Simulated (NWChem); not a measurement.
Correlation energy of sulfur dioxide (O$_{2}$S)

SMILES: O=S=O
```xyz
3

O      1.2504     0.0000    -0.3713
S      0.0000     0.0000     0.3713
O     -1.2504     0.0000    -0.3713
```
Charge 0, spin multiplicity 1.

Everything below was run with NWChem. Structure: optimised with PBE0/def2-SVP, a minimum by its harmonic frequencies.

Basis set: STO-3G. Each correlation energy counts from its own Hartree-Fock reference.

The correlated methods keep 7 core orbitals frozen. No row is a measurement; the coupled-cluster row has its own basis-set and correlation limits.

Order these methods by the correlation energy they give, lowest first: CCSD+T(CCSD), CCSD(T), MP2, CCSD, SCS-MP2.

CCSD+T(CCSD) (-220.2 mHa), CCSD(T) (-215.8 mHa), MP2 (-198.7 mHa), SCS-MP2 (-196.9 mHa), CCSD (-195.6 mHa)
